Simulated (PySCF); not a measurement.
Calculation: B3LYP-D3(BJ)/def2-TZVP in PySCF 2.14.0. All species are isolated molecules in the gas phase. One relaxed conformer stands for a flexible species; it need not be the lowest. B3LYP has the VWN-RPA correlation part, as in Gaussian. 

Reference species (SMILES): `[CH3]` (neutral, multiplicity 2).

```json
{
 "highest_occupied_spin_orbital": "-6.45 eV"
}
```

Changed species: `C[CH]O` (C–C–O–H torsion 177°) (radical fragment; the reference has radical fragment).

Predict the effect on the highest occupied spin orbital.

the highest occupied spin orbital goes up by 1.86 eV, to -4.59 eV.
